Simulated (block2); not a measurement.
# CHO+ (SMILES C#[O+]): DMRG/ANO-RCC-MB, part 2 of 2

block2 0.5.4. The steps go on from the part before.

## 3. The triplet: the energy at DMRG/ANO-RCC-MB

The input, dmrg.py:

```python
import numpy as np
from pyscf import cc, dft, gto, mcscf, mp, scf
from pyblock2._pyscf.ao2mo import integrals as itg
from pyblock2.driver.core import DMRGDriver, SymmetryTypes

mol = gto.M(atom="""
C      0.000660     0.002380     0.000800
O      0.164200     1.060720     0.207090
H     -0.164860    -1.063100    -0.207890
""", basis="ano-rcc-mb", charge=1, spin=2, verbose=3, max_memory=2000)
print("basis functions = %d" % (mol.nao))
mf = scf.ROHF(mol)
mf.conv_tol = 1e-10
mf.max_cycle = 200
mf.kernel()
if not mf.converged:
    mf = mf.newton().run(mf.mo_coeff, mf.mo_occ)
print("reference energy = %.10f" % (mf.e_tot))
ref = scf.UHF(mol).run(mf.make_rdm1(), conv_tol=1e-10)
pt = mp.MP2(ref, frozen=2).run()
mycc = cc.CCSD(ref, frozen=2)
mycc.max_cycle = 150
mycc.kernel()
print(f"E(MP2) = {pt.e_tot:.10f}")
if mycc.converged:
    print(f"CCSD total energy = {mycc.e_tot:.10f}")
    print("E(CCSD(T)) = %.10f" % (mycc.e_tot + mycc.ccsd_t()))
ks = dft.UKS(mol, xc="bhandhlyp").set(conv_tol=1e-9, verbose=3).run(mf.make_rdm1())
if ks.converged:
    print("E(BHLYP) = %.8f" % (ks.e_tot))
ks = dft.UKS(mol, xc="pbe0").set(conv_tol=1e-9, verbose=3).run(mf.make_rdm1())
if ks.converged:
    print(f"E(PBE0) = {ks.e_tot:.8f}")
ks = dft.UKS(mol, xc="lda,vwn5").set(conv_tol=1e-9, verbose=3).run(mf.make_rdm1())
if ks.converged:
    print("E(SVWN5) = %.8f" % (ks.e_tot))
occ_no, mo = mcscf.addons.make_natural_orbitals(cc.CCSD(mf.to_uhf(), frozen=2).run())
mf.mo_coeff = mo
ncas, n_elec, spin, ecore, h1e, g2e, orb_sym = itg.get_rhf_integrals(mf, ncore=2, ncas=9, pg_symm=False, g2e_symm=1)
dmrg = DMRGDriver(scratch="./tmp", symm_type=SymmetryTypes.SU2, stack_mem=1500 << 20, n_threads=1)
idx = dmrg.orbital_reordering(h1e, g2e, method="fiedler")
print("orbital order:", idx.tolist())
h1e = h1e[np.ix_(idx, idx)]
g2e = g2e[np.ix_(idx, idx, idx, idx)]
orb_sym = np.array(orb_sym)[idx]
dmrg.initialize_system(n_sites=ncas, n_elec=n_elec, spin=spin, orb_sym=orb_sym)
mpo = dmrg.get_qc_mpo(h1e=h1e, g2e=g2e, ecore=ecore, iprint=1)
occs = np.array([1.8] * 4 + [1.0] * 2 + [0.2] * 3)[idx]
psi = dmrg.get_random_mps(tag="GS", bond_dim=25, nroots=1, occs=occs)
bond_dims = [25] * 2 + [50] * 4 + [75] * 2 + [100] * 2
noises = [0.001] * 2 + [0.0001] * 4 + [0.0001] * 2 + [1e-05] * 2 + [0]
thrds = [1e-07] * 10
e = dmrg.dmrg(mpo, psi, n_sweeps=16, tol=1e-07, bond_dims=bond_dims, noises=noises, thrds=thrds, iprint=1)
ms, dws, es = dmrg.get_dmrg_results()
print("DW = %.3e" % (dws[-1]))
print("final energy = %.10f" % (e))
dm1 = dmrg.get_1pdm(psi)
print("NOONs =", np.round(np.linalg.eigvalsh(dm1)[::-1], 5).tolist())
c_act = mf.mo_coeff[:, 2:11][:, idx]
dm_ao = c_act @ dm1 @ c_act.T + 2 * mf.mo_coeff[:, :2] @ mf.mo_coeff[:, :2].T
print("dipole / D =", np.round(scf.hf.dip_moment(mol, dm_ao, verbose=0), 4).tolist())
print(f"largest bipartite entropy = {max(dmrg.get_bipartite_entanglement(psi)):.4f}")
ci = mcscf.CASCI(mf, 9, (6, 4))
ci.fix_spin_(ss=2)
ci.fcisolver.conv_tol = 1e-10
ci.fcisolver.max_cycle = 200
ci.kernel()
print(f"E(FCI) = {ci.e_tot:.10f}")
```

On the command line:

```bash
$ python dmrg.py
```

The log of the run:

```text
basis functions = 11
converged SCF energy = -112.377562703002
reference energy = -112.3775627030
converged SCF energy = -112.380064983792  <S^2> = 2.0108757  2S+1 = 3.0072417
E(UMP2) = -112.435704348185  E_corr = -0.0556393643927585
E(SCS-UMP2) = -112.436419508345  E_corr = -0.0563545245529462
E(UCCSD) = -112.4540317950212  E_corr = -0.07396681122943723
E(MP2) = -112.4357043482
CCSD total energy = -112.4540317950
UCCSD(T) correction = -0.0027044040892207
E(CCSD(T)) = -112.4567361991

WARN: HOMO -0.704846676500014 >= LUMO -0.759721365937497

WARN: HOMO -0.702437721450664 >= LUMO -0.772603227159253

WARN: HOMO -0.703637336173466 >= LUMO -0.766948726953491

WARN: HOMO -0.703812116832731 >= LUMO -0.768597875853244

WARN: HOMO -0.703730404063849 >= LUMO -0.768744815174801

WARN: HOMO -0.703742039058921 >= LUMO -0.768774464920567

WARN: HOMO -0.703719256135333 >= LUMO -0.768761134939355

WARN: HOMO -0.703718812517163 >= LUMO -0.768760879201055

WARN: HOMO -0.703721238912457 >= LUMO -0.768766152521629

WARN: HOMO -0.703719536650799 >= LUMO -0.768760342262858

WARN: HOMO -0.703719827541172 >= LUMO -0.768760734118309

converged SCF energy = -112.870715026953  <S^2> = 2.0041548  2S+1 = 3.0027686
E(BHLYP) = -112.87071503

WARN: HOMO -0.645833130589259 >= LUMO -0.830276635388697

WARN: HOMO -0.641795208627625 >= LUMO -0.857802229959317

WARN: HOMO -0.644214397794959 >= LUMO -0.842790361603603

WARN: HOMO -0.645087832567535 >= LUMO -0.844114534049887

WARN: HOMO -0.644716802187358 >= LUMO -0.844139449172055

WARN: HOMO -0.644776164857767 >= LUMO -0.844272896592882

WARN: HOMO -0.644773659653476 >= LUMO -0.844268089952342

WARN: HOMO -0.644764153838746 >= LUMO -0.844248773507835

WARN: HOMO -0.644764055788387 >= LUMO -0.84425378761575

WARN: HOMO -0.644763893198392 >= LUMO -0.844253458669808

WARN: HOMO -0.6447639356364 >= LUMO -0.84425338080868

converged SCF energy = -112.796439156389  <S^2> = 2.0025043  2S+1 = 3.0016691
E(PBE0) = -112.79643916

WARN: HOMO -0.58127398010007 >= LUMO -0.880639204736676

WARN: HOMO -0.61148749529441 >= LUMO -0.895823423764555

WARN: HOMO -0.60619455813069 >= LUMO -0.893461260457033

WARN: HOMO -0.606968880881416 >= LUMO -0.891956324447322

WARN: HOMO -0.607297889831342 >= LUMO -0.892244141144499

WARN: HOMO -0.607414812294237 >= LUMO -0.8924179450785

WARN: HOMO -0.607371541435633 >= LUMO -0.892343515045075

WARN: HOMO -0.607379031513292 >= LUMO -0.89235195078089

WARN: HOMO -0.607378338641827 >= LUMO -0.892351723196249

converged SCF energy = -112.049115758834  <S^2> = 2.0020208  2S+1 = 3.0013469
E(SVWN5) = -112.04911576
UCCSD not converged
E(UCCSD) = -112.4540455483155  E_corr = -0.07648284531343036
orbital order: [8, 7, 4, 2, 5, 1, 0, 6, 3]
integral symmetrize error =  0.0
integral cutoff error =  0.0
mpo terms =       4111

Build MPO | Nsites =     9 | Nterms =       4111 | Algorithm = FastBIP | Cutoff = 1.00e-20
 Site =     0 /     9 .. Mmpo =    14 DW = 0.00e+00 NNZ =       14 SPT = 0.0000 Tmvc = 0.000 T = 0.001
 Site =     1 /     9 .. Mmpo =    40 DW = 0.00e+00 NNZ =      161 SPT = 0.7125 Tmvc = 0.000 T = 0.001
 Site =     2 /     9 .. Mmpo =    62 DW = 0.00e+00 NNZ =      308 SPT = 0.8758 Tmvc = 0.000 T = 0.001
 Site =     3 /     9 .. Mmpo =    92 DW = 0.00e+00 NNZ =      498 SPT = 0.9127 Tmvc = 0.000 T = 0.002
 Site =     4 /     9 .. Mmpo =    92 DW = 0.00e+00 NNZ =     1946 SPT = 0.7701 Tmvc = 0.000 T = 0.003
 Site =     5 /     9 .. Mmpo =    62 DW = 0.00e+00 NNZ =      495 SPT = 0.9132 Tmvc = 0.000 T = 0.001
 Site =     6 /     9 .. Mmpo =    40 DW = 0.00e+00 NNZ =      308 SPT = 0.8758 Tmvc = 0.000 T = 0.001
 Site =     7 /     9 .. Mmpo =    14 DW = 0.00e+00 NNZ =      161 SPT = 0.7125 Tmvc = 0.000 T = 0.000
 Site =     8 /     9 .. Mmpo =     1 DW = 0.00e+00 NNZ =       14 SPT = 0.0000 Tmvc = 0.000 T = 0.000
Ttotal =      0.010 Tmvc-total = 0.002 MPO bond dimension =    92 MaxDW = 0.00e+00
NNZ =         3905 SIZE =        25980 SPT = 0.8497

Rank =     0 Ttotal =      0.011 MPO method = FastBipartite bond dimension =      92 NNZ =         3905 SIZE =        25980 SPT = 0.8497

Sweep =    0 | Direction =  forward | Bond dimension =   25 | Noise =  1.00e-03 | Dav threshold =  1.00e-07
Time elapsed =      0.142 | E =    -112.5038754645 | DW = 5.35189e-04

Sweep =    1 | Direction = backward | Bond dimension =   25 | Noise =  1.00e-03 | Dav threshold =  1.00e-07
Time elapsed =      0.260 | E =    -112.5219650830 | DE = -1.81e-02 | DW = 5.55137e-04

Sweep =    2 | Direction =  forward | Bond dimension =   50 | Noise =  1.00e-04 | Dav threshold =  1.00e-07
Time elapsed =      0.452 | E =    -112.5293865137 | DE = -7.42e-03 | DW = 3.58961e-05

Sweep =    3 | Direction = backward | Bond dimension =   50 | Noise =  1.00e-04 | Dav threshold =  1.00e-07
Time elapsed =      0.665 | E =    -112.5299840111 | DE = -5.97e-04 | DW = 6.70268e-05

Sweep =    4 | Direction =  forward | Bond dimension =   50 | Noise =  1.00e-04 | Dav threshold =  1.00e-07
Time elapsed =      0.878 | E =    -112.5300296911 | DE = -4.57e-05 | DW = 6.84801e-05

Sweep =    5 | Direction = backward | Bond dimension =   50 | Noise =  1.00e-04 | Dav threshold =  1.00e-07
Time elapsed =      1.079 | E =    -112.5300330799 | DE = -3.39e-06 | DW = 6.57749e-05

Sweep =    6 | Direction =  forward | Bond dimension =   75 | Noise =  1.00e-04 | Dav threshold =  1.00e-07
Time elapsed =      1.344 | E =    -112.5301881397 | DE = -1.55e-04 | DW = 1.63586e-05

Sweep =    7 | Direction = backward | Bond dimension =   75 | Noise =  1.00e-04 | Dav threshold =  1.00e-07
Time elapsed =      1.623 | E =    -112.5302164386 | DE = -2.83e-05 | DW = 2.10188e-05

Sweep =    8 | Direction =  forward | Bond dimension =  100 | Noise =  1.00e-05 | Dav threshold =  1.00e-07
Time elapsed =      1.970 | E =    -112.5302164399 | DE = -1.35e-09 | DW = 1.87016e-06

Sweep =    9 | Direction = backward | Bond dimension =  100 | Noise =  1.00e-05 | Dav threshold =  1.00e-07
Time elapsed =      2.323 | E =    -112.5302196120 | DE = -3.17e-06 | DW = 2.17094e-06

Sweep =   10 | Direction =  forward | Bond dimension =  100 | Noise =  0.00e+00 | Dav threshold =  1.00e-08
Time elapsed =      2.692 | E =    -112.5302196159 | DE = -3.87e-09 | DW = 9.45136e-07

DW = 9.451e-07
final energy = -112.5302196159
NOONs = [1.99721, 1.98511, 1.96758, 1.48013, 1.48008, 0.52243, 0.52238, 0.03352, 0.01156]
dipole / D = [-0.0749, -0.4874, -0.0946]
largest bipartite entropy = 1.5142
CASCI E = -112.530219630473  E(CI) = -36.0920182189181  S^2 = 2.0000000
E(FCI) = -112.5302196305
```

Wall time 7.5 s (1 thread of Arm Neoverse V2, shared host); peak memory 0.27 GiB.

## 4. Outcome

This closing draws on all 2 parts.

At DMRG/ANO-RCC-MB, 2 core orbitals frozen:

| quantity | value |
| --- | --- |
| run 1, DMRG/ANO-RCC-MB: total energy | -112.82311 Eh |
| run 1, DMRG/ANO-RCC-MB: T1 diagnostic of the CCSD step | 0.018 |
| triplet: total energy | -112.53022 Eh |
| vertical energy of the triplet above the singlet | 7.970 eV |

**Reading.** At this shape the triplet lies 7.97 eV (184 kcal/mol) above the singlet. In a minimal basis such a difference can be off by several eV, whatever the method. The basis (run 1, DMRG/ANO-RCC-MB) was made for a relativistic Hamiltonian, but the run is non-relativistic. The basis (triplet) was made for a relativistic Hamiltonian, but the run is non-relativistic.
